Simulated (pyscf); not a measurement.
## Elimination: HO–PH₂ (SMILES OP) → O=PH (SMILES O=P) + H₂ (SMILES [H][H])

Gas phase, singlet surface, charge 0. Bonds broken: P1–H3, O2–H5. Bonds formed: H3–H5. Optimised with ωB97X-D3(BJ)/def2-SVP in PySCF.

Transition state (Å):

```xyz
5

P     -0.9152     0.0990    -0.4133
O     -0.6964     0.4196     1.1017
H     -0.9540    -1.5776    -0.0077
H     -2.3420    -0.1337    -0.6001
H     -0.8655    -1.0010     0.7637
```

One imaginary mode, 2053i cm⁻¹; descent along it reached the two sides named.

```
bond   change  reactant side (Å)  saddle  product side
-----  ------  -----------------  ------  ------------
P1–H3  breaks              1.435   1.725           3.0
O2–H5  breaks              0.964   1.470           3.8
H3–H5   forms              2.555   0.967         0.761
```

Electronic energies relative to the reactant's lowest minimum found (kJ/mol):

| level | barrier | reaction energy | reverse barrier |
|---|---|---|---|
| ωB97X-D3(BJ)/def2-TZVP | 314.9 | +152.9 | 162.0 |
| PBE/def2-TZVP | 276.0 | +136.3 | 139.7 |
| r²SCAN/def2-TZVP | 293.4 | +146.0 | 147.4 |
| B3LYP-D3(BJ)/def2-TZVP | 303.2 | +137.5 | 165.7 |
| PBE0-D3(BJ)/def2-TZVP | 301.8 | +161.1 | 140.7 |
| M06-2X/def2-TZVP | 314.8 | +151.3 | 163.4 |
| ωB97M-D3(BJ)/def2-TZVP | 308.8 | +144.8 | 164.0 |
| HF/def2-TZVP | 371.3 | +164.3 | 207.0 |

With ωB97M-D3(BJ)/def2-TZVP energies and thermal terms (ideal gas, 1 atm, RRHO with modes under 100 cm⁻¹ raised to 100, one conformer, R ln 2 for chiral ones without a mode under 150 cm⁻¹), in kJ/mol:

```csv
T (K),ΔH‡,ΔG‡,ΔH,ΔG
298,291.3,290.6,+121.7,+86.4
600,289.5,290.6,+124.4,+49.3
900,288.3,291.4,+124.4,+11.7
1200,287.2,292.7,+123.0,-25.7
```

At the saddle there is also a short H–P contact that neither side keeps. One saddle was located; it need not be the lowest between these sides.
